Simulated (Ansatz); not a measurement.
**hcp Er**

These are PBE (PAW; Ansatz, a first-principles code) values and carry that method's errors.

Run with plane-wave cutoff 500 eV, 24×24×14 k mesh (along the axes of the cell as run), Fermi–Dirac smearing 0.1 eV, spin-polarised with parallel moments, scalar-relativistic PAW data made under PBE.

Cell (relaxed at this level):

Space group P6₃/mmc (No. 194); a = b = 3.698 Å, c = 5.903 Å, α = β = 90.00°, γ = 120.00°

```tsv
atom	site	symmetry	x	y	z
Er	2c	-6m2	0.3333	0.6667	0.2500
```

```
Property                                                      Value
----------------------------------------------------------  -------
magnetic moment per atom (the cell's total over its atoms)  2.60 μB
```

Note: the 4f shell is treated without U or exact exchange, so its levels and filling can be wrong; the collinear magnetic order is the start's and need not be the measured one.

Moments are spin moments.

Spin–orbit coupling is not included.

Computing time: around 11 core-minutes (rough).
